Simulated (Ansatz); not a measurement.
PBE exchange is replaced step by step with exact exchange (0 % is PBE, 25 % PBE0; no dispersion term), basis def2-TZVP, Ansatz. System: MgSi2. Charge 0, multiplicity 1. Geometry: r2SCAN-D4/def2-TZVP, each spin state at its own.

Geometry of the singlet:

```xyz
3

Mg   -1.0253    1.0888   -0.1200
Si    0.5478   -0.6321   -1.0302
Si    0.4776   -0.4567    1.1503
```

The structure comes from a short search, and lower isomers may exist.

```csv
exact exchange (%),HOMO (eV),LUMO (eV),gap (eV),triplet − singlet (kJ/mol),quintet − singlet (kJ/mol)
0,-4.56,-3.77,0.80,48.3,176.3
5,-4.72,-3.65,1.07,46.8,173.5
10,-4.89,-3.53,1.36,45.4,170.8
15,-5.05,-3.41,1.64,44.0,168.1
25,-5.38,-3.18,2.21,41.3,162.8
35,-5.72,-2.94,2.78,38.6,157.6
```

Problem. Fit a straight line to the column «quintet − singlet (kJ/mol)» against the share of exact exchange and predict its value at 50 %.

Solution. With x = exact exchange (%) and y = quintet − singlet (kJ/mol): mean x = 15, mean y = 168.2; Σ(x − x̄)(y − ȳ) = -453.5, Σ(x − x̄)² = 850; slope b = -0.5335, intercept a = ȳ − b·x̄ = 176.2. The residuals of the fitted rows reach 0.1. At x = 50 the line gives 176.2 + (-0.5335 × 50) = 149.5; the run gave 150.1, 0.6 more than the line.
